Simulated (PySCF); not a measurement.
Bond stretch in CH4S, SMILES SC. The C1–S5 bond (C1 also carries H, H, H; S5 carries H) is varied alone, starting from the PBE0/def2-TZVP optimised geometry.

Levels: RHF/cc-pVDZ (PySCF); UKS-TPSSh = unrestricted TPSSh/cc-pVDZ (PySCF 2.14.0); UKS-PBE = unrestricted PBE/cc-pVDZ (PySCF).

Magnitude of the dipole moment (D; its direction can reverse along the curve, and a method can change to another solution) and Mulliken charge of the fragment that holds C1:

| R / Å | μ RHF | q RHF | μ UKS-TPSSh | q UKS-TPSSh | μ UKS-PBE | q UKS-PBE |
|---|---|---|---|---|---|---|
| 1.46 | 1.54 | 0.06 | 1.48 | 0.07 | 1.45 | 0.06 |
| 1.54 | 1.54 | 0.06 | 1.49 | 0.07 | 1.46 | 0.06 |
| 1.62 | 1.55 | 0.06 | 1.50 | 0.07 | 1.47 | 0.05 |
| 1.69 | 1.58 | 0.05 | 1.52 | 0.06 | 1.49 | 0.05 |
| 1.76 | 1.61 | 0.05 | 1.55 | 0.06 | 1.51 | 0.05 |
| 1.81 | 1.65 | 0.05 | 1.57 | 0.06 | 1.52 | 0.05 |
| 1.85 | 1.68 | 0.06 | 1.59 | 0.06 | 1.54 | 0.05 |
| 1.93 | 1.76 | 0.06 | 1.64 | 0.06 | 1.58 | 0.05 |
| 1.97 | 1.80 | 0.07 | 1.67 | 0.06 | 1.60 | 0.05 |
| 2.10 | 1.97 | 0.08 | 1.77 | 0.07 | 1.68 | 0.06 |
| 2.22 | 2.17 | 0.10 | 1.88 | 0.09 | 1.77 | 0.07 |
| 2.46 | 2.64 | 0.15 | 2.12 | 0.11 | 1.97 | 0.09 |
| 2.68 | 3.13 | 0.18 | 2.35 | 0.12 | 2.16 | 0.11 |
| 3.01 | 3.93 | 0.23 | 2.13 | 0.10 | 2.34 | 0.12 |
| 3.23 | 4.46 | 0.25 | 1.90 | 0.08 | 2.24 | 0.10 |
| 3.61 | 5.34 | 0.28 | 1.51 | 0.04 | 1.95 | 0.07 |
| 4.01 | 6.16 | 0.29 | 1.24 | 0.02 | 1.63 | 0.05 |
| 4.41 | 6.89 | 0.30 | 1.11 | 0.01 | 1.38 | 0.03 |
| 4.84 | 7.56 | 0.30 | 1.06 | 0.00 | 1.19 | 0.01 |
| 5.40 | 8.31 | 0.30 | 1.04 | 0.00 | 1.07 | 0.00 |
| 6.26 | 9.31 | 0.29 | 1.04 | 0.00 | 1.04 | 0.00 |

The restricted form behind RHF keeps the bonding electrons paired and can't separate into open-shell fragments. The unrestricted determinant behind UKS-TPSSh, UKS-PBE is spin-contaminated at 3.01 to 6.26 Å (<S²> up to 1.0, against 0.00 for a pure singlet).
